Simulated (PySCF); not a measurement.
**Orbital picture of N₂⁺**

PBE0 at R = 1.127 Å; PySCF, no relativity, basis sets N 3-21G. State: ²Πu (doublet), unpaired electrons π ↑, a second solution, started from another occupation. Only the outer orbitals are listed.

```csv
spin,orbital,occ.,ε (eV),main shells (%)
α,σg,1,-46.32,"70 s, 30 p"
α,σu,1,-27.30,97 s
α,πu,1,-26.48,100 p
α,πu,1,-25.29,100 p
α,σg,1,-23.36,"67 p, 33 s"
α,πg,0,-13.68,100 p
α,πg,0,-12.55,100 p
α,σu,0,2.40,96 p
β,σg,1,-44.96,"69 s, 31 p"
β,σu,1,-26.37,93 s
β,πu,1,-24.84,100 p
β,σg,1,-22.89,"66 p, 34 s"
β,πu,0,-21.05,100 p
β,πg,0,-12.15,100 p
β,πg,0,-10.98,100 p
```

Which are the highest filled and the lowest empty level, where do they sit, and how wide is the gap?

Highest filled β σg at -22.89 eV (in %: 66 p, 34 s); lowest empty β πu at -21.05 eV (in %: 100 p); the gap at PBE0 is 1.84 eV.

| Property | Result |
| --- | --- |
| bond order (Mayer) | 2.12 |
| ⟨S²⟩ | 0.750 |

3-21G is very small, so such numbers show the basis as much as the molecule.
